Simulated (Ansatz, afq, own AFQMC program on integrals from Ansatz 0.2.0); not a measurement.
**MgCl⁻, triplet in aug-cc-pVDZ, levels against CCSDT(Q)**

```yaml
atoms:
  - { symbol: Cl, position_ang: [0.0000, 0.0000, 0.0000] }
  - { symbol: Mg, position_ang: [0.0000, 0.0000, 2.8560] }
```

Basis aug-cc-pVDZ. Noble-gas cores (and the filled d shells of Ga–Kr and In–Xe) are frozen. Integrals, coupled cluster, full CI and functionals: Ansatz 0.2.0; the random walks run on the same integrals in our own AFQMC program. The CISD trial takes its coefficients from CCSD amplitudes. Released means that phaseless walkers are propagated on without the constraint, phases kept. Free projection: walkers drawn from exp(T), propagated without any constraint. Its projection time is finite, and what remains of the start isn't in its error. Uncertainties: one standard error, sampling alone.

Determinant: UHF, the one that the program's search chose, which needn't be the lowest solution. The geometry is a point of a scan.

No full CI on the walks' own integrals is used here; CCSDT(Q) serves as the reference and is uncertain by about the last step of the cluster series.

Cautions: lower spins were not checked.

- T1 diagnostic: 0.0155
- weight of the determinant in the CISD state: 0.908
- ⟨S²⟩ of the determinant: 2.001
- size of the correlated space: 10 electrons in 44 orbitals

```json
{"level": "MP2", "correlation energy (eV)": "-4.5127"}
{"level": "CCSD", "correlation energy (eV)": "-4.9043"}
{"level": "CCSD(T)", "correlation energy (eV)": "-5.0417"}
```

Estimate where AFQMC with the constraint released lies against CCSD(T) on the same integrals.

1.03 ± 0.24 kcal/mol below CCSD(T).

Reference: CCSDT(Q), correlation energy -5.068 eV. The released energy is read at 2.40 1/Eh (meV from the phaseless value at times in 1/Eh: -4 ± 11 at 0.24, -8 ± 11 at 0.51, -4 ± 9 at 0.99, -16 ± 10 at 1.62, -17 ± 11 at 2.40).

```csv
level,E − E(reference) (kcal/mol),share of correlation (%)
CCSD(T),0.61,99.48
CCSDT,0.28,99.76
ph-AFQMC/HF,0.82 ± 1.06,99.30
ph-AFQMC/CISD,-0.02 ± 0.31,100.01
released AFQMC,-0.42 ± 0.24,100.36
free AFQMC,0.21 ± 0.23,99.82
```

Free projections are given only where their last times agree within the noise and don't stop above the reference; a slow remainder of the start can still hide under it. A walk keeps the symmetry of its determinant, which the program's search chose and which needn't be the lowest solution, so a lower state of the same spin and another symmetry isn't excluded. Released energies are given only where the last usable release times agree within the noise; a slower fall can still hide under it.
